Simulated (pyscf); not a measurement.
H₃C–O–SiH₃ (SMILES CO[SiH3]) + H• (SMILES [H]) -> CH₄ (SMILES C) + •O–SiH₃ (SMILES [O][SiH3]), a substitution at C (doublet surface; C–O broken, C–H formed). Optimised with ωB97X-D3(BJ)/def2-SVP in PySCF. Correlated levels are frozen-core, on RHF or UHF. ΔMP2 is the change of the MP2 total energy from the triple- to the quadruple-zeta basis. Energies in kJ/mol from the separated reactants.

Small-basis levels: PySCF, no dispersion term, spherical d functions. Open shells are spin-unrestricted. 

**Question.** Quick HF/6-31G* single points give ΔE‡ = 212.4 kJ/mol and ΔE = -104.1 kJ/mol. What does CCSD(T)/def2-TZVPP + ΔMP2(QZVPP) give, and how far is the quick result from it?

**Answer.** CCSD(T)/def2-TZVPP + ΔMP2(QZVPP) gives ΔE‡ = 126.2 kJ/mol and ΔE = -53.8 kJ/mol. HF/6-31G* lies 86.3 kJ/mol over it in the barrier and 50.2 kJ/mol under it in the reaction energy, so on this step it does not hold to within 12.6 kJ/mol. CCSD(T)/def2-TZVPP + ΔMP2(QZVPP) has limits of its own. The same reactants have a lower exit, to H₃C–O–SiH₂• + H₂ (barrier +20.1 kJ/mol at ωB97M-D3(BJ), against +126.1 kJ/mol here). H₃C–O–SiH₃ lies 99.2 kJ/mol over its isomer H₃C–SiH₂–OH (electronic energy, ωB97M-D3(BJ)). •O–SiH₃ lies 104.0 kJ/mol over its isomer HO–SiH₂• (electronic energy, ωB97M-D3(BJ)). One saddle was located; it need not be the lowest between these sides. The angle at the attacked C is 179°. The CCSD(T) − MP2 part came from Ansatz, without density fitting, on the same reference.
